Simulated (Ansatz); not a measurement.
# C₃H₄S: up Jacob's ladder to CCSD(T)

An exercise on one series of results from a longer session: the logs are not shown, and one member is left open.

Program: Ansatz 0.2.0, Gaussian basis. Level of theory: functionals in def2-TZVPP, the program's frozen cores in correlated methods. These are calculated values, not measurements.

The runs, in order: LDA (SPW92), PBE-D4, revPBE-D4, BLYP-D4, r2SCAN-D4, B97M-V, PBE0-D4, B3LYP-D4, r2SCANh-D4, r2SCAN0-D4, HSE06-D4, BHLYP-D4, CAM-B3LYP-D4, LC-ωPBE, ωB97X-V, ωB97M-V, B2PLYP, PBE-QIDH; CCSD(T)/def2-SVP; CCSD(T)/def2-TZVPP; MP2/def2-QZVPP; extrapolation to the limit; RPA on PBE.

## Structure used throughout

All runs share one geometry, relaxed beforehand with PBE0-D4 in a triple-zeta def2 set.

8 atoms, charge 0, spin multiplicity 1.

Atoms are counted from 1 here; the program's logs count them from 0.

Bond lengths: C1–C2 1.500 Å, C1–H5 1.094 Å, C1–H6 1.094 Å, C1–H7 1.090 Å, C2–C3 1.304 Å, C2–H8 1.088 Å, C3–S4 1.555 Å. Angles: C2–C1–H5 110.7°, C2–C1–H6 110.7°, C2–C1–H7 111.2°, H5–C1–H6 107.6°, H5–C1–H7 108.2°, H6–C1–H7 108.2°, C1–C2–C3 124.3°, C1–C2–H8 119.0°, C3–C2–H8 116.7°, C2–C3–S4 179.6°.

The first run:

The input, in.yaml:

```yaml
crystal:
  periodic: [false, false, false]
  atoms:
    - {symbol: C, position_ang: [-0.395798, 0.898880, -0.192984]}
    - {symbol: C, position_ang: [-0.222191, -0.527287, 0.237562]}
    - {symbol: C, position_ang: [0.892760, -1.196072, 0.134919]}
    - {symbol: S, position_ang: [2.227257, -1.983913, 0.007803]}
    - {symbol: H, position_ang: [-1.171801, 0.980113, -0.959140]}
    - {symbol: H, position_ang: [-0.697407, 1.524161, 0.651894]}
    - {symbol: H, position_ang: [0.530410, 1.301993, -0.601854]}
    - {symbol: H, position_ang: [-1.071130, -1.055174, 0.665999]}
basis:
  gaussian: {orbitals: def2-TZVPP}
hamiltonian: {xc: lda}
output: {orbitals: {seedname: orbitals}}
```

Steps of the session up to this table: LDA; PBE-D4 (GGA); revPBE-D4 (GGA); BLYP-D4 (GGA); r2SCAN-D4 (meta-GGA); B97M-V (meta-GGA); PBE0-D4 (hybrid); B3LYP-D4 (hybrid); r2SCANh-D4 (hybrid); r2SCAN0-D4 (hybrid); HSE06-D4 (hybrid); BHLYP-D4 (hybrid); CAM-B3LYP-D4 (range-separated); LC-ωPBE (range-separated); ωB97X-V (range-separated); ωB97M-V (range-separated); B2PLYP (double hybrid); PBE-QIDH (double hybrid).

One of the session's tables, all rows but one given; the rest of the session is left out.

It belongs to the step «Orbital energies across the functionals». 

| functional | HOMO (eV) | LUMO (eV) | gap (eV) |
| --- | --- | --- | --- |
| LDA (SPW92) | -5.31 | -3.13 | 2.18 |
| PBE-D4 | -5.17 | -2.94 | 2.23 |
| revPBE-D4 | -5.12 | -2.86 | 2.26 |
| BLYP-D4 | -5.01 | -2.78 | 2.23 |
| r2SCAN-D4 | -5.35 | -2.79 | 2.56 |
| B97M-V | -5.38 | -2.68 | 2.69 |
| PBE0-D4 | -6.23 | -2.00 | 4.23 |
| B3LYP-D4 | -6.02 | -2.20 | 3.82 |
| r2SCANh-D4 | -5.75 | -2.44 | 3.31 |
| r2SCAN0-D4 | -6.35 | -1.92 | 4.43 |
| HSE06-D4 | -5.84 | -2.39 | 3.45 |
| BHLYP-D4 | -7.15 | -0.90 | 6.24 |
| CAM-B3LYP-D4 | -7.45 | -0.84 | 6.61 |
| LC-ωPBE | -8.75 | 0.27 | 9.02 |
| ωB97X-V | -8.40 | 0.22 | 8.62 |
| ωB97M-V | ? | ? | ? |

Q: Estimate the row for ωB97M-V from the others.

As computed: HOMO (eV): -8.26; LUMO (eV): 0.17; gap (eV): 8.43. In the column «HOMO (eV)» it lies between ωB97X-V (-8.40) and CAM-B3LYP-D4 (-7.45).
